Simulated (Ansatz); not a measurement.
`C=C1C=C1C` → `C#C/C=C/C`  (isomerisation)

Computed with Ansatz on PBE0-D4/def2-TZVP structures; ΔE is electronic, products minus reactants. CBS: MP2 limit from def2 TZ/QZ plus the TZ coupled-cluster correction, frozen cores. DFT in def2-TZVPP.

`C=C1C=C1C`:

Z-matrix (Å, degrees):
```
C
C 1 1.466
H 1 1.094 2 109.9
H 1 1.094 2 109.8 3 -117.1
H 1 1.090 2 112.0 3 121.5
C 2 1.433 1 147.3 3 58.3
C 2 1.317 1 150.2 3 -121.9
C 6 1.327 2 152.2 1 -0.1
H 7 1.078 2 148.2 1 0.1
H 8 1.082 6 121.0 2 180.0
H 8 1.082 6 120.8 2 0.0
```

`C#C/C=C/C`:

Cartesian coordinates in Å:
```
C -0.047 -2.977 -0.610
C -0.191 -1.786 -0.515
C -0.390 -0.385 -0.430
C 0.313 0.423 0.367
C 0.111 1.891 0.462
H 0.088 -4.029 -0.688
H -1.170 0.031 -1.064
H 1.087 -0.014 0.992
H -0.685 2.232 -0.202
H 1.029 2.429 0.204
H -0.144 2.185 1.485
```

```json
{"species": "`C=C1C=C1C`", "RPA@PBE/def2-TZVPP energy (Eh)": "-194.04483"}
{"species": "`C#C/C=C/C`", "RPA@PBE/def2-TZVPP energy (Eh)": "-194.07632"}
```

(1) Work out ΔE.

Largest T1 diagnostic among the species: 0.012.

Answers

(1) ΔE = (-194.07632) − (-194.04483) = -0.03149 Eh = -82.7 kJ/mol. CCSD(T)/CBS gives -85.1 kJ/mol.

From BLYP to BHLYP (50 % exact exchange), in def2-TZVPP and without D4, ΔE moves by +8.7 kJ/mol. Leaving LDA and LC-ωPBE aside and taking each functional with its dispersion term where it has one, the values, not all of them listed here, spread over 31.2 kJ/mol, from B2PLYP to PBE0-D4. LDA lies +12.4 kJ/mol from PBE without D4.
